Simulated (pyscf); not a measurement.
PySCF, gas phase, ωB97X-D3(BJ)/def2-SVP geometries.

Question: PBE/def2-TZVP puts the barrier of `[O]=[Ta]([Cl])([Cl])[Cl]` + `[H][H]` -> `[OH][TaH]([Cl])([Cl])[Cl]` (addition across a multiple bond or ene-type step; singlet surface; H–H broken, H–O, H–Ta formed) at 30.3 kcal/mol and the reaction energy at +12.3 kcal/mol, from the separated reactants. What do r²SCAN/def2-TZVP, M06-2X/def2-TZVP, ωB97M-D3(BJ)/def2-TZVP give on the same structures?

Answer: r²SCAN: ΔE‡ = 31.0 kcal/mol, ΔE = +10.7 kcal/mol; M06-2X: ΔE‡ = 35.4 kcal/mol, ΔE = +9.2 kcal/mol; ωB97M-D3(BJ): ΔE‡ = 33.8 kcal/mol, ΔE = +9.1 kcal/mol. PBE's barrier lies under all of them, by 0.7 to 5.0 kcal/mol. Its reaction energy lies over all of them, by 1.6 to 3.2 kcal/mol. At the saddle there is also a short H–Ta contact that neither side keeps. One saddle was located; it need not be the lowest between these sides. Elements past Kr carry the def2 core potentials, without spin-orbit coupling.
